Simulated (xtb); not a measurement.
C₃H₉N, charge +1, doublet, at a GFN2-xTB geometry (a state made from the parent by changing its charge; the spin is typed, not shown lowest); GFN2-xTB (xtb).

Here is a job for xtb.
```
$ xtb mol.xyz --gfn 2 --chrg 1 --uhf 1 --json

# file mol.xyz
13

C     -0.35994749     1.33972464     0.25749879
N     -0.00000000     0.00000000    -0.00000000
C      1.30503589    -0.44877053     0.29362609
C     -0.94508840    -0.89095411    -0.55112489
H      0.29490710     2.03132563    -0.28835847
H     -0.22048513     1.58398674     1.31862692
H     -1.39421123     1.53282426    -0.02045677
H      1.79431965    -0.84151593    -0.60718414
H      1.27892742    -1.28885482     0.99980125
H      1.91441449     0.35017434     0.71146941
H     -1.31613840    -0.51880136    -1.51493547
H     -0.52020326    -1.88299860    -0.69101265
H     -1.83153063    -0.96614026     0.09204992
```

Predict the main parts of the log of this xtb run.


```
   ID    Z sym.   atoms
    1    6 C      1, 3, 4
    2    7 N      2
    3    1 H      5-13

           -------------------------------------------------
          |                Calculation Setup                |
           -------------------------------------------------

           -------------------------------------------------
          |                 G F N 2 - x T B                 |
           -------------------------------------------------

          ...................................................
          :                      SETUP                      :
          :.................................................:
          :  # basis functions                  25          :
          :  # atomic orbitals                  25          :
          :  # shells                           17          :
          :  # electrons                        25          :
          :  max. iterations                   250          :
          :  Hamiltonian                  GFN2-xTB          :
          :  restarted?                      false          :
          :  GBSA solvation                  false          :
          :  PC potential                    false          :
          :  electronic temp.          300.0000000     K    :
          :  accuracy                    1.0000000          :
          :  -> integral cutoff          0.2500000E+02      :
          :  -> integral neglect         0.1000000E-07      :
          :  -> SCF convergence          0.1000000E-05 Eh   :
          :  -> wf. convergence          0.1000000E-03 e    :
          :  Broyden damping             0.4000000          :
          :  net charge                          1          :
          :  unpaired electrons                  1          :
          ...................................................

 iter      E             dE          RMSdq      gap      omega  full diag
   1    -13.5918883 -0.135919E+02  0.300E+00    9.58       0.0  T
   2    -13.6565755 -0.646872E-01  0.180E+00   10.15       1.0  T
   3    -13.6572238 -0.648270E-03  0.106E+00   10.15       1.0  T
   4    -13.6573848 -0.161034E-03  0.103E-01   10.22       1.0  T
   5    -13.6573859 -0.104028E-05  0.595E-02   10.22       1.0  T
   6    -13.6573860 -0.165363E-06  0.293E-03   10.22       9.5  T
   7    -13.6573860 -0.132780E-07  0.109E-03   10.22      25.5  T
   8    -13.6573860 -0.467825E-08  0.183E-04   10.22     151.6  T
   9    -13.6573860 -0.995151E-10  0.489E-05   10.22     566.7  T

   *** convergence criteria satisfied after 9 iterations ***

         :::::::::::::::::::::::::::::::::::::::::::::::::::::
         ::                     SUMMARY                     ::
         :::::::::::::::::::::::::::::::::::::::::::::::::::::
         :: total energy             -13.464735686496 Eh    ::
         :: gradient norm              0.000028553126 Eh/a0 ::
         :: HOMO-LUMO gap             10.223215363264 eV    ::
         ::.................................................::
         :: SCC energy               -13.657379611241 Eh    ::
         :: -> isotropic ES            0.093814700285 Eh    ::
         :: -> anisotropic ES         -0.013268259450 Eh    ::
         :: -> anisotropic XC          0.011257039360 Eh    ::
         :: -> dispersion             -0.004597345548 Eh    ::
         :: repulsion energy           0.192643924746 Eh    ::
         :: add. restraining           0.000000000000 Eh    ::
         :: total charge               1.000000000000 e     ::
         :::::::::::::::::::::::::::::::::::::::::::::::::::::

           -------------------------------------------------
          |                Property Printout                |
           -------------------------------------------------

    * Orbital Energies and Occupations

         #    Occupation            Energy/Eh            Energy/eV
      -------------------------------------------------------------
         1        2.0000           -0.8807799             -23.9672
[...]
        16                         -0.0773989              -2.1061
        17                         -0.0606738              -1.6510
        18                         -0.0189596              -0.5159
        19                         -0.0189596              -0.5159
        20                         -0.0108614              -0.2956
        21                         -0.0108614              -0.2956
        22                          0.0291147               0.7923
        23                          0.0346303               0.9423
        24                          0.1172164               3.1896
        25                          0.1172164               3.1896
      -------------------------------------------------------------
                  HL-Gap            0.3756963 Eh           10.2232 eV
             Fermi-level           -0.4991947 Eh          -13.5838 eV

     #   Z          covCN         q      C6AA      α(0)
     1   6 C        3.699    -0.098    22.542     6.790
     2   7 N        2.727     0.101    19.509     6.560
     3   6 C        3.699    -0.098    22.542     6.790
     4   6 C        3.699    -0.098    22.542     6.790
     5   1 H        0.924     0.141     1.457     1.888
     6   1 H        0.924     0.141     1.457     1.888
     7   1 H        0.925     0.116     1.642     2.004
     8   1 H        0.924     0.141     1.457     1.888
     9   1 H        0.924     0.141     1.457     1.888
    10   1 H        0.925     0.116     1.642     2.004
    11   1 H        0.924     0.141     1.457     1.888
    12   1 H        0.925     0.116     1.642     2.004
    13   1 H        0.924     0.141     1.457     1.888

 Mol. C6AA /au·bohr⁶  :        882.270276
 Mol. C8AA /au·bohr⁸  :      18418.891201
 Mol. α(0) /au        :         44.269463

Wiberg/Mayer (AO) data.
largest (>0.10) Wiberg bond orders for each atom

 ---------------------------------------------------------------------------
     #   Z sym  total        # sym  WBO       # sym  WBO       # sym  WBO
 ---------------------------------------------------------------------------
     1   6 C    3.947 --     2 N    1.098     7 H    0.970     5 H    0.905
                             6 H    0.905
     2   7 N    3.480 --     1 C    1.098     3 C    1.098     4 C    1.098
     3   6 C    3.947 --     2 N    1.098    10 H    0.970     8 H    0.905
                             9 H    0.905
     4   6 C    3.947 --     2 N    1.098    12 H    0.970    11 H    0.905
                            13 H    0.905
     5   1 H    0.977 --     1 C    0.905
     6   1 H    0.977 --     1 C    0.905
     7   1 H    0.986 --     1 C    0.970
     8   1 H    0.977 --     3 C    0.905
     9   1 H    0.977 --     3 C    0.905
    10   1 H    0.986 --     3 C    0.970
    11   1 H    0.977 --     4 C    0.905
    12   1 H    0.986 --     4 C    0.970
    13   1 H    0.977 --     4 C    0.905
 ---------------------------------------------------------------------------

Topologies differ in total number of bonds
Writing topology from bond orders to xtbtopo.mol

molecular dipole:
                 x           y           z       tot (Debye)
 q only:        0.000       0.000       0.000
   full:        0.000       0.000       0.000       0.000
molecular quadrupole (traceless):
                xx          xy          yy          xz          yz          zz
 q only:        1.722      -0.529       1.872       1.900       1.650      -3.594
  q+dip:        1.344      -0.413       1.462       1.484       1.288      -2.806
   full:        1.452      -0.446       1.579       1.603       1.391      -3.031

           -------------------------------------------------
          | TOTAL ENERGY              -13.464735686496 Eh   |
          | GRADIENT NORM               0.000028553126 Eh/α |
          | HOMO-LUMO GAP              10.223215363264 eV   |
           -------------------------------------------------

normal termination of xtb
```
